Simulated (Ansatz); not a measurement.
System: fcc Ir. Method: PBE-D3(BJ) (Ansatz, an electronic-structure program, PAW).

Numerical settings: plane-wave cutoff 520 eV, 24×24×24 k mesh, Fermi–Dirac smearing 0.05 eV, no spin polarisation, scalar-relativistic PAW data made under PBE.

Computed points:

```tsv
V (Å³/atom)	E − E_lowest (meV/atom)
13.312	67.33
13.596	28.68
13.879	6.88
14.162	0.00
14.445	6.35
14.729	24.41
15.012	52.82
```

Q: What bulk modulus B0 and pressure derivative B′ does a third-order Birch–Murnaghan fit give?

A: V0 = 14.162 Å³/atom, B0 = 373 GPa, B′ = 5.1 (fit to the energies at full precision).

Measured, for comparison: bulk modulus 365 GPa (corrected for temperature and zero-point phonon effects; as tabulated in Levämäki et al. (2014), arXiv:1402.3671); equilibrium volume per atom 14.06 Å³/atom (static lattice: zero-point anharmonic expansion removed; as tabulated in Mejia-Rodriguez and Trickey (2018), arXiv:1807.09216). Computed (rounded) less measured: bulk modulus +2 %, equilibrium volume per atom +0.7 %.

Spin–orbit coupling is not included.

The computed numbers hold no vibrational or temperature effects.
